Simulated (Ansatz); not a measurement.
# A small benchmark: vertical ionisation energy

6 molecules; the vertical ionisation energy in eV, computed less measured. Shapes, held fixed at every level: PBE0-D4/def2-TZVP. No vibrational averaging. Programs: Ansatz 0.2.0. Measured values: NIST CCCBDB.

Levels: A = BLYP/STO-3G; B = B3LYP-D4/def2-TZVPP; C = PBE0-D4/def2-TZVPP; D = wB97M-V/def2-TZVPP; E = CCSD/def2-TZVPP.

```tsv
molecule	measured	A	B	C	D	E
HCN (hydrogen cyanide)	13.61	-0.74	+0.14	+0.04	+0.01	+0.01
C2H2 (acetylene)	11.49	-0.93	-0.10	-0.19	-0.20	-0.20
H2CO (formaldehyde)	10.88	-2.10	0.00	-0.13	-0.06	-0.11
CH3Cl (chloromethane)	11.29	-1.03	-0.02	-0.07	0.00	-0.06
CH4O (methanol)	10.96	-2.81	-0.06	-0.17	-0.07	-0.02
CH4S (methanethiol)	9.44	-2.54	-0.04	-0.11	-0.03	-0.12
```

(1) Which level does best on this set, which worst, and which err to one side?

## Answers

(1) 
```csv
level,kind,mean error,mean absolute error,worst case
BLYP/STO-3G,GGA,-1.692,1.692,CH4O
B3LYP-D4/def2-TZVPP,global hybrid,-0.013,0.060,HCN
PBE0-D4/def2-TZVPP,global hybrid,-0.105,0.118,C2H2
wB97M-V/def2-TZVPP,range-separated hybrid,-0.058,0.062,C2H2
CCSD/def2-TZVPP,coupled cluster or CI,-0.083,0.087,C2H2
```

On this set B3LYP-D4/def2-TZVPP has the smallest mean absolute error and BLYP/STO-3G the largest. BLYP/STO-3G is too low in 6 of 6; B3LYP-D4/def2-TZVPP is too low in 4 of 6; PBE0-D4/def2-TZVPP is too low in 5 of 6; wB97M-V/def2-TZVPP is too low in 4 of 6; CCSD/def2-TZVPP is too low in 5 of 6. The levels differ in basis as well as in method. The smallest two are near a tie. The set is small.
